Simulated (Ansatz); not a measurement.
## Relaxing fluorine (F2 molecule)

These are results of DFT, RPBE, plane waves (420 eV) with PAW, scalar-relativistic (Ansatz), not measurements. The PAW files were generated under PBE, with cores re-solved for the functional.

k-point mesh 1×1×1, Fermi-Dirac smearing 0.01 eV, no spin polarisation. The box is fixed.

Starting structure:

```yaml
crystal:
  lattice:
    - [12.0, 0.0, 0.0]
    - [0.0, 12.3, 0.0]
    - [0.0, 0.0, 12.6]
  atoms:
    - { symbol: F, position: [0.5, 0.5, 0.4436507937] }
    - { symbol: F, position: [0.5, 0.5, 0.5563492063] }
hamiltonian:
  xc: rpbe
  pseudopotentials:
    kind: paw
    azcp:
      F: "pseudopotentials/F.paw.azcp"
basis:
  ecutwfc: 420
  fft_grid_basis: typed
kpoints:
  mp_grid: { grid: [1, 1, 1], shift: [0, 0, 0] }
magnetization:
  spin_polarized: false
scf:
  occupations: { method: fermi_dirac, width: 0.01 }
relax:
  max_steps: 60
  f_tol: 0.01
```

Q: What is the relaxed bond length?

A: 1.424 Å (start 1.420 Å).
